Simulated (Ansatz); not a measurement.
# MgHS radical: up Jacob's ladder to CCSD(T)

How much do the methods differ for MgHS radical? The plan is to run it at one geometry with functionals of several rungs and with coupled cluster. The yardstick is the atomisation energy at the CCSD(T) limit.

The runs use Ansatz 0.2.0, Gaussian basis; functionals in def2-TZVPP, the program's frozen cores in correlated methods.

Levels to be run: LDA (SPW92), PBE-D4, revPBE-D4, BLYP-D4, r2SCAN-D4, B97M-V, PBE0-D4, B3LYP-D4, r2SCANh-D4, r2SCAN0-D4, HSE06-D4, BHLYP-D4, CAM-B3LYP-D4, LC-ωPBE, ωB97X-V, ωB97M-V, B2PLYP, PBE-QIDH; CCSD(T)/def2-SVP; CCSD(T)/def2-TZVPP; CCSD(T)/def2-QZVPP; extrapolation to the limit; RPA on PBE.

## 1. The geometry

The geometry comes from an earlier relaxation with PBE0-D4 in a triple-zeta def2 set; it is a stationary point.

SMILES `[Mg][SH]`, 3 atoms, charge 0, spin multiplicity 2.

Atoms are counted from 1 here; the program's logs count them from 0.

Bond lengths: Mg1–S2 2.325 Å, S2–H3 1.346 Å. Angles: Mg1–S2–H3 91.4°.

## 2. LDA

This LDA is Slater exchange with PW92 correlation.

Contents of in.yaml:

```yaml
crystal:
  periodic: [false, false, false]
  atoms:
    - {symbol: Mg, position_ang: [1.366136, -0.566428, 0.678314]}
    - {symbol: S, position_ang: [-0.680632, -0.418390, -0.415216]}
    - {symbol: H, position_ang: [-0.696405, 0.920117, -0.276397]}
basis:
  gaussian: {orbitals: def2-TZVPP}
magnetization: {spin_polarized: true, initial_magnetization: 1}
hamiltonian: {xc: lda}
output: {orbitals: {seedname: orbitals}}
```

Further steps of the session: PBE-D4 (GGA); revPBE-D4 (GGA); BLYP-D4 (GGA); r2SCAN-D4 (meta-GGA); B97M-V (meta-GGA); PBE0-D4 (hybrid); B3LYP-D4 (hybrid); r2SCANh-D4 (hybrid); r2SCAN0-D4 (hybrid); HSE06-D4 (hybrid); BHLYP-D4 (hybrid); CAM-B3LYP-D4 (range-separated); LC-ωPBE-D4 (range-separated); ωB97X-V (range-separated); ωB97M-V (range-separated); B2PLYP (double hybrid); PBE-QIDH (double hybrid); CCSD(T) in def2-SVP; CCSD(T) in def2-TZVPP; CCSD(T) in def2-QZVPP; RPA on PBE orbitals.

**Question.** What will the summary of the whole plan be? Wanted: atomisation energy, CCSD(T)/CBS; farthest beyond LDA; mean size of error, GGA; mean size of error, meta-GGA; mean size of error, hybrid; mean size of error, range-separated; mean size of error, double hybrid; gap, smallest and largest; T1 diagnostic.

As calculated:

| quantity | value |
| --- | --- |
| atomisation energy, CCSD(T)/CBS | 5.869 eV |
| functionals within 0.029 eV (0.5 %) | B3LYP-D4, PBE-QIDH |
| farthest beyond LDA | r2SCAN-D4 (+0.320 eV) |
| mean size of error, GGA | 0.096 eV |
| mean size of error, meta-GGA | 0.247 eV |
| mean size of error, hybrid | 0.137 eV |
| mean size of error, range-separated | 0.068 eV |
| mean size of error, double hybrid | 0.081 eV |
| gap, smallest and largest | 0.38 eV (B97M-V), 6.82 eV (LC-ωPBE) |
| T1 diagnostic | 0.0115 |
| triples share of the correlation energy | 2.8 % |

What this shows: LDA overbinds by 0.949 eV (16 %). PBE-D4 is off by +0.168 eV. Double hybrids carry the basis error of their MP2 part in triple zeta, and no dispersion term here, so their miss is partly the set-up's. Taken by rung, range-separated functionals do best (0.068 eV on average) and meta-GGA ones worst beyond LDA (0.247 eV). The gap between the best rungs is small, so their order is not settled. Misses under about 0.029 eV are within the doubt on the reference itself, which lacks core-valence correlation, relativity and higher excitations. Hartree-Fock recovers 73 % of the binding; the rest is correlation. CCSD(T) in def2-SVP is off by -0.642 eV, worse than the median functional, from the basis alone. Orbital gaps span 0.4 to 6.8 eV; exact exchange widens them. Correlated methods include outer-core shells of Mg, which these sets cover unevenly.
